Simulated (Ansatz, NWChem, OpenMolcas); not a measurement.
How methods differ on BNH4 (SMILES BN)

BNH4 has 6 atoms, charge 0, and is taken as a singlet. SMILES: `BN`. The coordinates come from a PBE0-D4/def2-TZVP relaxation.

| atom | x (Å) | y (Å) | z (Å) |
| --- | --- | --- | --- |
| B | -0.1282 | -0.6796 | -0.0256 |
| N | 0.1461 | 0.6774 | 0.0108 |
| H | 0.2258 | -1.3680 | 0.8875 |
| H | -0.7120 | -1.1287 | -0.9692 |
| H | -0.1216 | 1.3137 | -0.7208 |
| H | 0.6320 | 1.1214 | 0.7713 |

Quantity: the energy change with the B1–N2 bond stretched from 1.385 to 1.593 Å, in eV. The values are calculated.

```csv
level,kind,program,value (eV),CPU time (all runs)
HF/def2-TZVPP (restricted),Hartree–Fock,NWChem,0.68,42 s
M06-L/def2-TZVPP (restricted),meta-GGA,NWChem,0.66,56 s
M06-2X/def2-TZVPP (restricted),hybrid meta-GGA,OpenMolcas,0.65,88 s
PBE0/def2-TZVPP (restricted),global hybrid,OpenMolcas,0.67,73 s
CAM-B3LYP/def2-TZVPP (restricted),range-separated hybrid,Ansatz,0.68,13 s
wB97M-V/def2-TZVPP (restricted),range-separated hybrid,Ansatz,0.65,56 s
PBE-QIDH/def2-TZVPP (restricted),double hybrid,Ansatz,0.69,17 s
MP2/def2-TZVPP (restricted),perturbation theory,OpenMolcas,0.62,27 s
```

The first shape isn't each level's own minimum. The values span 0.62 to 0.69 eV. CPU times are rough (shared hosts, several kinds of processor): they show what a rung costs within a factor of a few.
